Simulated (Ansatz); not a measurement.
**C2H3Al: basis-set convergence**

An exercise on one series of results from a longer session: the logs are not shown, and one member is left open.

The runs use Ansatz 0.2.0, Gaussian basis; one geometry, several basis sets.

The runs, in order: PBE0-D4/def2-SVP; ωB97M-V/def2-SVP; PBE0-D4/def2-QZVPP; ωB97M-V/def2-QZVPP; CCSD(T)/cc-pV(D+d)Z; CCSD(T)/cc-pV(T+d)Z; MP2/cc-pV(Q+d)Z; the functionals' def2-TZVPP values are taken from earlier runs.

2 further runs of the same task are left out: 2 that didn't finish.

## Structure used throughout

An earlier PBE0-D4 in a triple-zeta def2 set relaxation fixed the geometry.

SMILES `C#[C][AlH2]`, 6 atoms, charge 0, spin multiplicity 1.

Atoms are counted from 1 here; the program's logs count them from 0.

Bond lengths: C1–C2 1.211 Å, C1–H4 1.067 Å, C2–Al3 1.906 Å, Al3–H5 1.580 Å, Al3–H6 1.580 Å. Angles: C2–C1–H4 180.0°, C1–C2–Al3 179.9°, C2–Al3–H5 118.8°, C2–Al3–H6 118.8°, H5–Al3–H6 122.4°.

Set-up of the first run:

in.yaml reads:

```yaml
crystal:
  periodic: [false, false, false]
  atoms:
    - {symbol: C, position_ang: [-0.792818, -1.637611, -0.298136]}
    - {symbol: C, position_ang: [-0.266129, -0.564168, -0.106203]}
    - {symbol: Al, position_ang: [0.564769, 1.124159, 0.195033]}
    - {symbol: H, position_ang: [-1.256988, -2.583085, -0.467377]}
    - {symbol: H, position_ang: [1.356714, 1.804691, -0.990468]}
    - {symbol: H, position_ang: [0.436551, 1.792014, 1.620952]}
basis:
  gaussian: {orbitals: def2-SVP}
hamiltonian: {xc: pbe0, dispersion: d4}
output: {orbitals: {seedname: orbitals}}
```

Steps of the session up to this table: PBE0-D4 in def2-SVP; ωB97M-V in def2-SVP; PBE0-D4 in def2-QZVPP; ωB97M-V in def2-QZVPP.

One table of the session follows, with a row left open; its other results are not shown here.

```
functional       basis  HOMO (eV)  LUMO (eV)
   PBE0-D4    def2-SVP      -7.99      -1.82
   PBE0-D4  def2-TZVPP      -8.05      -1.86
   PBE0-D4  def2-QZVPP          ?          ?
   ωB97M-V    def2-SVP     -10.17      -0.07
   ωB97M-V  def2-TZVPP     -10.27      -0.18
   ωB97M-V  def2-QZVPP     -10.28      -0.29
```

Q: Estimate the row for PBE0-D4, def2-QZVPP from the others.

The run gave: HOMO (eV): -8.06; LUMO (eV): -1.88. In the column «HOMO (eV)» it lies between ωB97M-V, def2-SVP (-10.17) and PBE0-D4, def2-TZVPP (-8.05).
